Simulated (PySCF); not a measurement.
Simulated C 1s region for propanoyl fluoride (`FC(CC)=O`), binding energy against the vacuum level.

Every computed line was given a Gaussian of 0.4 eV full width at half maximum and an area set by the number of equivalent atoms; the highest printed point is 100. Method used: delta-SCF UKS SCAN, pcX-2 on the ionised atom, pcseg-1 elsewhere, spin-free X2C (PySCF).

binding energy (eV), intensity and a bar:
```
    290.9          1 
    291.0          4 #
    291.1         16 #####
    291.2         42 #############
    291.3         77 #######################
    291.4        100 ##############################
    291.5         93 ############################
    291.6         68 ####################
    291.7         56 #################
    291.8         70 #####################
    291.9         95 ############################
    292.0         99 ##############################
    292.1         74 ######################
    292.2         40 ############
    292.3         15 ####
    292.4          4 #
    292.5          1 
    292.6          0 
    292.7          0 
    292.8          0 
    292.9          0 
    293.0          0 
    293.1          0 
    293.2          0 
    293.3          0 
    293.4          0 
    293.5          0 
    293.6          0 
    293.7          0 
    293.8          0 
    293.9          0 
    294.0          0 
    294.1          0 
    294.2          0 
    294.3          0 
    294.4          0 
    294.5          0 
    294.6          0 
    294.7          0 
    294.8          0 
    294.9          0 
    295.0          0 
    295.1          0 
    295.2          0 
    295.3          0 
    295.4          0 
    295.5          2 #
    295.6          9 ###
    295.7         27 ########
    295.8         59 ##################
    295.9         91 ###########################
    296.0        100 ##############################
    296.1         77 #######################
    296.2         42 #############
    296.3         16 #####
    296.4          4 #
    296.5          1
```

Question: Count the maxima, the lines and the sites behind this envelope.

Answer: The curve has 3 maxima (at 291.4, 292.0 and 296.0 eV). Under it lie 3 lines from 3 inequivalent carbon sites.

Question: Decompose the envelope and assign each component. Numbering: `[CH3:1][CH2:2][C:3](=[O:4])[F:5]`.

Answer: 
```json
{"position (eV)": "291.42", "relative area": "1", "line": "C 1s", "atoms": "C1", "environment": "methyl carbon"}
{"position (eV)": "291.97", "relative area": "1", "line": "C 1s", "atoms": "C2", "environment": "sp3 carbon next to a carbonyl"}
{"position (eV)": "295.98", "relative area": "1", "line": "C 1s", "atoms": "C3", "environment": "acyl halide carbon"}
```

Question: What are the centre and the root-mean-square width of the whole band?

Answer: The area-weighted mean of the lines is 293.12 eV. Their own spread about it is 2.03 eV (rms) and each Gaussian has σ = 0.4/2.355 = 0.17 eV; the variances add, which gives 2.04 eV.

Lowest listed C 1s: C1, bonded to C and 3 H. Highest, 4.56 eV above it: C3, bonded to F, O (double bond) and C. Summing the Pauling electronegativity differences to the bonded atoms, each weighted by its formal bond order, gives -1.05 for the lowest site and +3.21 for the highest; no listed site has a larger sum than the highest.

Shake-up satellites, vibrational structure and lifetime widths aren't simulated. Isolated species at its GFN2-xTB geometry (one conformer only).

Conformer computed: `[CH3:1][CH2:2][C:3](=[O:4])[F:5]`: C1–C2–C3–O4 -113°.
